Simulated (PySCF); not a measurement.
## TDDFT excited states: C6H12

3,3-dimethyl-1-butene, C6H12.
SMILES: `C=CC(C)(C)C`

Level of theory: TDDFT PBE0/def2-SVPD, vertical, gas phase, core orbitals frozen in the response in PySCF. Isolated species at its GFN2-xTB geometry, gas phase. Torsions of this conformer, `[CH2:1]=[CH:2][C:3]([CH3:4])([CH3:5])[CH3:6]`: C1–C2–C3–C4 121°.

```json
{"state": "S1", "E (eV)": "7.08", "ν̃ (cm⁻¹)": "57100", "f": "0.051", "symmetry": "A″", "main configurations (H = HOMO, L = LUMO)": "H→L+1 (94%)"}
{"state": "S2", "E (eV)": "7.53", "ν̃ (cm⁻¹)": "60690", "f": "0.422", "symmetry": "A′", "main configurations (H = HOMO, L = LUMO)": "H→L (94%)"}
{"state": "S3", "E (eV)": "7.78", "ν̃ (cm⁻¹)": "62760", "f": "0.0023", "symmetry": "A″", "main configurations (H = HOMO, L = LUMO)": "H-1→L (65%), H→L+2 (22%), H→L+3 (9%)"}
{"state": "S4", "E (eV)": "7.82", "ν̃ (cm⁻¹)": "63100", "f": "0.0007", "symmetry": "–", "main configurations (H = HOMO, L = LUMO)": "H→L+2 (72%), H-1→L (24%)"}
{"state": "S5", "E (eV)": "7.92", "ν̃ (cm⁻¹)": "63840", "f": "0.0022", "symmetry": "A″", "main configurations (H = HOMO, L = LUMO)": "H→L+3 (81%)"}
{"state": "S6", "E (eV)": "8.27", "ν̃ (cm⁻¹)": "66720", "f": "0.0083", "symmetry": "A″", "main configurations (H = HOMO, L = LUMO)": "H-2→L (96%)"}
{"state": "S7", "E (eV)": "8.42", "ν̃ (cm⁻¹)": "67910", "f": "0.0020", "symmetry": "–", "main configurations (H = HOMO, L = LUMO)": "H→L+4 (95%)"}
{"state": "S8", "E (eV)": "8.68", "ν̃ (cm⁻¹)": "70030", "f": "0.033", "symmetry": "A″", "main configurations (H = HOMO, L = LUMO)": "H→L+5 (93%)"}
```

Triplets, Tamm–Dancoff:

```
state  E (eV)  λ (nm)  main configurations (H = HOMO, L = LUMO)
   T1    4.54   273.1                                 H→L (94%)
   T2    6.97   177.9                   H→L+1 (89%), H→L+3 (9%)
   T3    7.32   169.3                               H-1→L (93%)
```

The lowest singlet lies at 7.08 eV (175 nm, vacuum ultraviolet) and is of moderate strength; its leading configuration is HOMO→LUMO+1 (94%). The strongest level in the table is S2 at 7.53 eV (165 nm, f = 0.422). Löwdin shares by element: HOMO carbon 79% or more (atoms not listed hold the other 21%); LUMO carbon 67% or more, hydrogen 12% or more (atoms not listed hold the other 21%). The listed states span 1.60 eV, and the widest gap between neighbours is 0.45 eV (S1 to S2). Orbital energies (eV): HOMO-3 -9.45, HOMO-2 -9.19, HOMO-1 -9.03, HOMO -7.43, LUMO 0.47, LUMO+1 0.72, LUMO+2 1.51. The oscillator strengths of these states sum to 0.521; summed over the whole spectrum of an exact calculation they would give the number of electrons, 48 (Thomas–Reiche–Kuhn). No computed singlet lies in the visible range (380 to 750 nm); the lowest, at 175 nm, stands 3.82 eV above its violet end (3.26 eV). Symmetry labels in Cs follow from the direction of the transition dipole and are given only for states with f of 0.002 or more. The window holds the lowest 8 singlets.
